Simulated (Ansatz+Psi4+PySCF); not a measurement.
## singlet CH2F2: levels of theory in one basis

```xyz
5

C     0.0000    0.0000    0.5029
F     0.0000    1.1097   -0.2906
F     0.0000   -1.1097   -0.2906
H    -0.9084    0.0000    1.1067
H     0.9084    0.0000    1.1067
```

Basis set: cc-pVTZ (spherical functions). Left uncorrelated: 3 orbitals. Charge 0, multiplicity 1.

Computed with Ansatz (development build ahead of 0.2.0) and Psi4 1.11; each method stands on the lowest determinant of its kind that the runs found.

| method | E − E(RHF) (eV) | <S²> of the determinant |
| --- | --- | --- |
| RHF | 0.00 | 0.00 |
| RHF-MP2 | -18.34 | – |
| RHF-CCSD | -18.62 | – |

(1) What does RHF-CCSD(T) give on the same scale?

Answers

(1) -19.19 eV.
